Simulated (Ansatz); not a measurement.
Stepwise reaction of `C[SiH2]C` with hydrogen, as a gas-phase model of exchange steps in deposition or etching. ΔE in kJ/mol; ΔG adds harmonic PBE0-D4 terms to CCSD(T)/CBS, at 1 bar.

Calculated with Ansatz (gas phase, PBE0-D4/def2-TZVP geometries, no zero-point term in ΔE). CBS: MP2 limit from def2 TZ/QZ plus the TZ coupled-cluster correction, frozen cores. This one scheme is used for every species. DFT in def2-TZVPP. B3LYP here is the variant with VWN-RPA as its local correlation; programs differ in this.

```json
{"step": "2", "reaction": "`C[SiH3]` + H₂ → SiH₄ + CH₄", "PBE-D4": "-26.0", "B3LYP-D4": "-31.4", "ωB97M-V": "-28.0", "CCSD(T)/CBS": "-27.6", "ΔG(400 K)": "-18.2"}
```

(1) Give the row of step 1, `C[SiH2]C` + H₂ → `C[SiH3]` + CH₄. (Best estimate.)

(2) By hand: ΔE of the 2 steps together at CCSD(T)/CBS.

## Answers

(1) Computed: 
```
step                           reaction  PBE-D4  B3LYP-D4  ωB97M-V  CCSD(T)/CBS  ΔG(400 K)
   1  `C[SiH2]C` + H₂ → `C[SiH3]` + CH₄   -24.6     -29.7    -26.2        -25.8      -19.2
```

(2) (-25.8) + (-27.6) = -53.4 kJ/mol, or -26.7 kJ/mol a step.

In ΔE the steps differ by no more than 1.8 kJ/mol. All are downhill at CCSD(T)/CBS. ΔG lies between -19.2 and -18.2 kJ/mol a step. PBE-D4 differs from CCSD(T)/CBS by 1.2 to 1.6 kJ/mol a step. Isolated molecules leave out the surface, adducts and barriers. Largest T1 diagnostic: 0.011.
